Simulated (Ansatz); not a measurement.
# CHCl2F: the cost of one run

Computed with Ansatz 0.2.0 (the levels named in each step, unless a step's input says otherwise).

## Step 1: The structure to begin with

Bond lengths: F1–C2 1.342 Å, C2–Cl3 1.773 Å, C2–Cl4 1.773 Å, C2–H5 1.096 Å. Angles: F1–C2–Cl3 109.1°, F1–C2–Cl4 109.1°, F1–C2–H5 108.7°, Cl3–C2–Cl4 110.7°, Cl3–C2–H5 109.6°, Cl4–C2–H5 109.6°.

Coordinates:

```xyz
5

F    -0.0770    1.5236   -0.4751
C    -0.0342    0.4628    0.3454
Cl    1.4836   -0.4149    0.0824
Cl   -1.4288   -0.5817    0.0159
H    -0.0788    0.8185    1.3811
```

## Step 2: A rough first relaxation, PBE-D4/def2-SVP

This run stands in another session on the same molecule. It ended at:

```xyz
5

F    -0.0772    1.5371   -0.4883
C    -0.0346    0.4699    0.3308
Cl    1.5004   -0.4138    0.0934
Cl   -1.4462   -0.5829    0.0261
H    -0.0776    0.7981    1.3877
```

## Step 3: Relaxation, PBE0-D4/def2-TZVPP

This run stands in another session on the same molecule. It ended at:

```xyz
5

F    -0.0766    1.5242   -0.4801
C    -0.0343    0.4622    0.3366
Cl    1.4781   -0.4028    0.0946
Cl   -1.4254   -0.5695    0.0282
H    -0.0770    0.7943    1.3704
```

## Step 4: Frequencies, PBE0-D4/def2-TZVPP

File input.yaml:

```yaml
crystal:
  periodic: [false, false, false]
  atoms:
    - { symbol: F, position_ang: [-0.07660654, 1.52421504, -0.48008906] }
    - { symbol: C, position_ang: [-0.03432301, 0.46219593, 0.33655264] }
    - { symbol: Cl, position_ang: [1.47813361, -0.40284744, 0.09457638] }
    - { symbol: Cl, position_ang: [-1.42536341, -0.56946644, 0.02824428] }
    - { symbol: H, position_ang: [-0.07700065, 0.79429291, 1.37037576] }
basis:
  gaussian: { orbitals: def2-TZVPP }
hamiltonian:
  xc: pbe0
  dispersion: d4
phonons: {}
```

The run is started by

```
$ ansatz run input.yaml --threads 4 --pin off --max-ram 10240MiB --backend cpu --events-out ev --progress --plain --runs-dir out
```

**Question.** How long does this run take on 4 threads of Intel Xeon Platinum 8488C (Sapphire Rapids), shared host, and how much memory does it need?

About 29 s, with a peak of 0.38 GiB.
